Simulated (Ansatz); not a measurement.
`CNC(O)O` → 2 C• + 7 H• + N• + 2 O•  (atomization)

Computed with Ansatz on PBE0-D4/def2-TZVP structures; ΔE is electronic, products minus reactants. CBS: MP2 limit from def2 TZ/QZ plus the TZ coupled-cluster correction, frozen cores. This one scheme is used for every species, atoms too. No spin–orbit coupling; open shells (•) take unrestricted orbitals. Spin–orbit coupling would lower the free atoms: a little for C, O. Each species was taken in one conformer, which may not be the lowest.

```tsv
level	ΔE (eV)
CCSD/def2-TZVPP	44.93
SCS-MP2/def2-QZVPP	47.26
```

What does CCSD(T)/CBS give? (Estimate.)

Computed: +47.05 eV. The listed levels differ from it by -2.12, 0.21 eV.

Largest T1 diagnostic among the species: 0.011.

In def2-TZVPP, CCSD(T) changes the Hartree–Fock value by +13.52 eV (the triples alone add +0.77 eV) and MP2 by +14.40 eV; breaking electron pairs costs correlation energy, which Hartree–Fock lacks. The D4 term adds +0.31 eV with B3LYP and +0.16 eV with PBE0; it sums over pairs of atoms, weighted by their polarisabilities, and B3LYP, whose exchange is more repulsive, gets the larger term. From PBE to PBE0 (25 % exact exchange), in def2-TZVPP and without D4, ΔE moves by −1.19 eV: exact exchange takes away binding that semilocal exchange gives to molecules.

B3LYP here is the variant with VWN-RPA as its local correlation; programs differ in this.

For atomizations the MP2-based limit and the directly extrapolated one differ by several kJ/mol either way, and by 10 to 25 for some Ge, Se and Sn compounds, so smaller differences from it don't rank the levels.
